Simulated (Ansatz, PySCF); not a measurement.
This triplet is an excited state, 2.98 eV above the relaxed singlet at the level frozen-core full CI/6-31g // B3LYP-D3(BJ)/def2-TZVP (Ansatz, a quantum-chemistry and plane-wave program).

Cartesian coordinates (Å):
```xyz
2

C      0.7839     0.0000     0.0000
S     -0.7839     0.0000     0.0000
```
Charge 0, spin multiplicity 3.

Question: Give the dipole moment, highest occupied spin orbital and total energy at the level PBE-D3(BJ)/def2-TZVP // B3LYP-D3(BJ)/def2-TZVP in PySCF.

Answer: 
* **dipole moment**: 0.13 D
* **highest occupied spin orbital**: -4.14 eV
* **total energy**: -435.9031 Ha
